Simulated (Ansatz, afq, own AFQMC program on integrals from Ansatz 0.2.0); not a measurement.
AFQMC on a folder of integrals that Ansatz 0.2.0 wrote.

```yaml
crystal:
  periodic: [false, false, false]
  atoms:
    - {symbol: P, position_ang: [0.000000, 0.000000, 0.000000]}
basis:
  gaussian: {orbitals: 6-31G}
magnetization: {spin_polarized: true, initial_magnetization: 3}
correlation: {method: ccsd_t, electrons: outside_noble_gas, hamiltonian_folder: ham}
```

```sh
$ ansatz run in.yaml --threads 1 --pin off --events-out ev --progress --plain --max-ram 16896MiB --backend cuda --devices 0, --max-vram 18GiB
```

Options of the walk:

```
--method phaseless --trial hf --walkers 4000 --populations 20 --least-time 40 --time-step 0.005 --steps-per-block 20 --equilibration-blocks 112 --max-blocks 4000 --target-error 0.0007 --factor-cut 1e-05 --start spin_pure --seed 1026 --taylor-order 6
```

Times are imaginary, in 1/Eh. The walk had a cap of 49 s. With eight or more populations the least sampling time is a fifth of least-time, and the error comes from their spread.

Log:

```
orbitals 8  electrons 4 1  factors 29 of 59
reference energy -340.68900835 Eh
CCSD correlation -0.01579802 Eh in 8 cycles, weight of the determinant in the CISD state 0.9882
energy of the start -340.689011 Eh
 block  time / (1/Eh)  mean weight  energy / Eh
     1     0.100  1.0000  -340.691037
     2     0.200  1.0000  -340.692840
     3     0.300  1.0000  -340.694427
     4     0.400  1.0001  -340.695638
     5     0.500  1.0001  -340.696874
     8     0.800  1.0001  -340.699987
    13     1.300  1.0000  -340.702281
    25     2.500  0.9999  -340.704301
    37     3.700  1.0000  -340.704806
    49     4.900  1.0001  -340.704707
    61     6.100  1.0000  -340.705105
    73     7.300  1.0000  -340.704585
    85     8.500  1.0000  -340.704264
    97     9.700  1.0001  -340.704559
   109    10.900  1.0000  -340.704534
   121    12.100  1.0001  -340.704938
   133    13.300  1.0000  -340.704837
   145    14.500  1.0000  -340.704791
   153    15.300  1.0000  -340.704017
   157    15.700  1.0000  -340.704424
   169    16.900  1.0001  -340.704919
   177    17.700  1.0000  -340.705612
   181    18.100  1.0001  -340.704895
   189    18.900  1.0000  -340.705051
error from the spread of 20 populations
energy -340.704817 +/- 0.000135 Eh
(rows thinned)
```

The run passed its tests (sampling time, drift between the halves within three errors, error under three times the target), which doesn't prove that it has relaxed.

Against this walk (error 3.7 meV) on the same determinant: CCSD(T) 2.5 meV lower (within the noise), CCSDT(Q) 3.4 meV lower (within the noise), CCSDTQ 3.4 meV lower (within the noise), full CI 3.3 meV lower (within the noise), a separate phaseless walk with a CISD trial and standard settings 3.3 ± 3.7 meV lower (within the noise). The error is statistical and leaves out the bias of the constraint.

Cautions: constraint bias not in the error.

The walk took 15 s on 1 × NVIDIA H100 80GB HBM3 with 2 threads of AMD EPYC 7R13 Processor (Zen 3) (shared host) (the card was shared). The log's last line is the phaseless energy.

CCSDT and higher add their correlation energy to the determinant of the CCSD(T) run, since their own runs factorise the integrals more tightly (a shift of under 2 meV). A walk keeps the symmetry of its determinant, which the program's search chose and which needn't be the lowest solution, so a lower state of the same spin and another symmetry isn't excluded.
